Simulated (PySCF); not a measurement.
# N2O (nitrous oxide): wB97X-V/STO-6G

What is the vertical ionisation energy of N2O (nitrous oxide) at wB97X-V/STO-6G? Input form: a Python script.

The calculation is run with PySCF 2.14.0.

7 further runs of the same task are left out: 7 set aside as unsound or not needed.

### Step 1. The system as given

The species is N2O (3 atoms), meant as a singlet with charge 0. SMILES: `N#[N+][O-]`. The coordinates come from a PBE0-D4/def2-TZVP relaxation.

Bond lengths: N1–N2 1.118 Å, N2–O3 1.174 Å. Angles: N1–N2–O3 180.0°.

### Step 2. The energy at wB97X-V/STO-6G

run.py

```python
from pyscf import gto, dft

mol = gto.M(
    atom='''
N   -0.511700   1.001300  -0.167900
N   -0.008400   0.016500  -0.002800
O    0.520100  -1.017800   0.170700
''',
    basis='sto-6g',
    verbose=3,
    max_memory=1860,
    charge=0,
    spin=0,
)

myscf = dft.RKS(mol)
myscf.xc = 'wb97x-v'
myscf.conv_tol = 1e-10
myscf.nlcgrids.level = 1
myscf.grids.level = 5
myscf.kernel()
if not myscf.converged:
    myscf = myscf.newton().run(myscf.mo_coeff, myscf.mo_occ)

energy = myscf.e_tot
print('Final energy', energy)
```

Run with:

```bash
$ OMP_NUM_THREADS=1 python run.py
```

Log:

```text
converged SCF energy = -183.847390151054
Final energy -183.8473901510537
```

It took 11 s on 1 thread of Arm Neoverse V1, shared host; peak memory 0.18 GiB.

### Step 3. The doublet cation, same level

geometry.xyz

```xyz
3

N     -0.511700     1.001300    -0.167900
N     -0.008400     0.016500    -0.002800
O      0.520100    -1.017800     0.170700
```

run.py

```python
from pyscf import gto, dft

molecule = gto.Mole()
molecule.atom = 'geometry.xyz'
molecule.max_memory = 1860
molecule.charge = 1
molecule.basis = 'sto-6g'
molecule.verbose = 4
molecule.spin = 1
molecule.build()

calc0 = dft.UKS(molecule)
calc0.xc = 'wb97x-v'
calc0.conv_tol = 1e-10
calc0.nlcgrids.level = 1
calc0.grids.level = 5
calc0.kernel()
if not calc0.converged:
    calc0 = calc0.newton().run(calc0.mo_coeff, calc0.mo_occ)

energy = calc0.e_tot
print('E(%s) = %.9f' % ('WB97X-V', energy))
```

Run with:

```bash
$ OMP_NUM_THREADS=1 python run.py
```

Log:

```text
PySCF version 2.14.0

[INPUT] num. atoms = 3
[INPUT] num. electrons = 21
[INPUT] charge = 1
[INPUT] spin (= nelec alpha-beta = 2S) = 1
[INPUT] symmetry False subgroup None
[INPUT] Mole.unit = angstrom
[INPUT] Symbol           X                Y                Z      unit          X                Y                Z       unit  Magmom
[INPUT]  1 N     -0.511700000000   1.001300000000  -0.167900000000 AA   -0.966972857940   1.892182768527  -0.317285016314 Bohr   0.0
[INPUT]  2 N     -0.008400000000   0.016500000000  -0.002800000000 AA   -0.015873699446   0.031180481055  -0.005291233149 Bohr   0.0
[INPUT]  3 O      0.520100000000  -1.017800000000   0.170700000000 AA    0.982846557386  -1.923363249582   0.322576249463 Bohr   0.0

nuclear repulsion = 61.3478617589491
number of shells = 9
number of NR pGTOs = 90
number of NR cGTOs = 15
basis = sto-6g
ecp = {}

******** <class 'pyscf.dft.uks.UKS'> ********
method = UKS
initial guess = minao
damping factor = 0
level_shift factor = 0
DIIS = <class 'pyscf.scf.diis.CDIIS'>
diis_start_cycle = 1
diis_space = 8
diis_damp = 0
SCF conv_tol = 1e-10
SCF conv_tol_grad = None
SCF max_cycles = 50
direct_scf = True
direct_scf_tol = 1e-13
number electrons alpha = 11  beta = 10
XC library pyscf.dft.libxc version 7.0.0
    S. Lehtola, C. Steigemann, M. J.T. Oliveira, and M. A.L. Marques.,  SoftwareX 7, 1–5 (2018)
XC functionals = wb97x-v
    N. Mardirossian and M. Head-Gordon.,  Phys. Chem. Chem. Phys. 16, 9904-9924 (2014)
radial grids:
    Treutler-Ahlrichs [JCP 102, 346 (1995); DOI:10.1063/1.469408] (M4) radial grids

becke partition: Becke, JCP 88, 2547 (1988); DOI:10.1063/1.454033
pruning grids: <function nwchem_prune>
grids dens level: 5
symmetrized grids: False
atomic radii adjust function: <function treutler_atomic_radii_adjust>
** Following is NLC and NLC Grids **
NLC functional = wb97x-v
radial grids:
    Treutler-Ahlrichs [JCP 102, 346 (1995); DOI:10.1063/1.469408] (M4) radial grids

becke partition: Becke, JCP 88, 2547 (1988); DOI:10.1063/1.454033
pruning grids: <function nwchem_prune>
grids dens level: 1
symmetrized grids: False
atomic radii adjust function: <function treutler_atomic_radii_adjust>
small_rho_cutoff = 0
Set gradient conv threshold to 1e-05
tot grids = 127208
tot grids = 15424
init E= -184.706919997874
[... the frontier-level lines of each cycle are left out ...]


cycle= 1 E= -183.293776563881  delta_E= 1.41  |g|= 0.492  |ddm|= 2.17
cycle= 2 E= -183.328803011971  delta_E= -0.035  |g|= 0.463  |ddm|= 1.11
cycle= 3 E= -183.435037289766  delta_E= -0.106  |g|= 0.0472  |ddm|= 0.505
cycle= 4 E= -183.436387000847  delta_E= -0.00135  |g|= 0.0455  |ddm|= 0.0947
cycle= 5 E= -183.438227010839  delta_E= -0.00184  |g|= 0.00998  |ddm|= 0.073
cycle= 6 E= -183.438529321716  delta_E= -0.000302  |g|= 0.00195  |ddm|= 0.0424
cycle= 7 E= -183.438538919204  delta_E= -9.6e-06  |g|= 0.000857  |ddm|= 0.00583
cycle= 8 E= -183.438541860782  delta_E= -2.94e-06  |g|= 0.000274  |ddm|= 0.00455
cycle= 9 E= -183.438542175512  delta_E= -3.15e-07  |g|= 9.6e-05  |ddm|= 0.00172
cycle= 10 E= -183.438542220067  delta_E= -4.46e-08  |g|= 4.58e-05  |ddm|= 0.000596
cycle= 11 E= -183.438542233913  delta_E= -1.38e-08  |g|= 1.78e-05  |ddm|= 0.000415
cycle= 12 E= -183.438542235705  delta_E= -1.79e-09  |g|= 2.76e-06  |ddm|= 0.000177
cycle= 13 E= -183.438542235735  delta_E= -2.94e-11  |g|= 8.05e-07  |ddm|= 1.99e-05
Extra cycle  E= -183.438542235735  delta_E= -4.55e-13  |g|= 9.05e-07  |ddm|= 2.31e-06
converged SCF energy = -183.438542235735  <S^2> = 0.77164763  2S+1 = 2.0215317
E(WB97X-V) = -183.438542236
```

Wall time 17 s (1 thread of Arm Neoverse V1, shared host); peak memory 0.18 GiB.

### Step 4. Outcome

At wB97X-V/STO-6G:

| quantity | value |
| --- | --- |
| singlet N2O: total energy | -183.84739 Eh |
| singlet N2O: dipole moment | 0.46 D |
| singlet N2O: HOMO energy | -9.16 eV |
| singlet N2O: LUMO energy | 4.67 eV |
| singlet N2O: HOMO–LUMO gap | 13.84 eV |
| doublet cation: total energy | -183.43854 Eh |
| doublet cation: HOMO energy (highest over α and β) | -21.51 eV |
| doublet cation: LUMO energy (lowest over α and β) | -13.02 eV |
| doublet cation: ⟨S²⟩ | 0.772 |
| vertical ionisation energy (to the doublet cation) | 11.125 eV |

**Reading.** Removing an electron at fixed nuclei costs 11.13 eV (257 kcal/mol). The negative HOMO energy of the first species, 9.16 eV, lies 1.96 eV below that difference. In a minimal basis such a difference can be off by several eV, whatever the method. Mulliken charges (singlet N2O) run from -0.08 on O3 to +0.14 on N2.
